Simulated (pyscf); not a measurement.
O=Ge=O + HF → O=Ge(OH)–F, an addition across a multiple bond or ene-type step (singlet surface; F–H broken, F–Ge, H–O formed). PySCF, gas phase, ωB97X-D3(BJ)/def2-SVP geometries. MP2 and CC: frozen core, UHF for open shells. ΔMP2 is the change of the MP2 total energy from the triple- to the quadruple-zeta basis. Energies in kcal/mol from the separated reactants.

Small-basis levels: PySCF, no dispersion term, spherical d functions. 

Question: In single points SVWN5/6-31G*+LANL2DZ puts the saddle at -29.4 kcal/mol and the reaction energy at -68.2 kcal/mol. Should these be trusted to within a few kcal/mol? Compare with CCSD(T)/def2-TZVPP + ΔMP2(QZVPP).

Answer: CCSD(T)/def2-TZVPP + ΔMP2(QZVPP) gives ΔE‡ = -3.8 kcal/mol and ΔE = -49.5 kcal/mol. SVWN5/6-31G*+LANL2DZ lies 25.6 kcal/mol under it in the barrier and 18.7 kcal/mol under it in the reaction energy, so on this step it does not hold to within 3.0 kcal/mol. CCSD(T)/def2-TZVPP + ΔMP2(QZVPP) has limits of its own. On the reactant side the descent ends in a bound adduct, 9.7 kcal/mol under the separated species and 1.5 kcal/mol under the saddle at ωB97X-D3(BJ)/def2-TZVP. At CCSD(T) the saddle lies under the separated reactants, which points to a path from their complex (located at ωB97X-D3(BJ) alone). At ωB97X-D3(BJ) the barrier from the zero used here is -8.2 kcal/mol. One saddle was located; it need not be the lowest between these sides. The CCSD(T) − MP2 part came from Ansatz, without density fitting, on the same reference. The frozen core leaves the outer d or s,p core shells of the metals and heavy elements correlated in the MP2 and CC values, and def2-TZVPP describes them poorly, which can shift differences by a few kcal/mol. In the def2 sets elements up to Kr have no core potential.
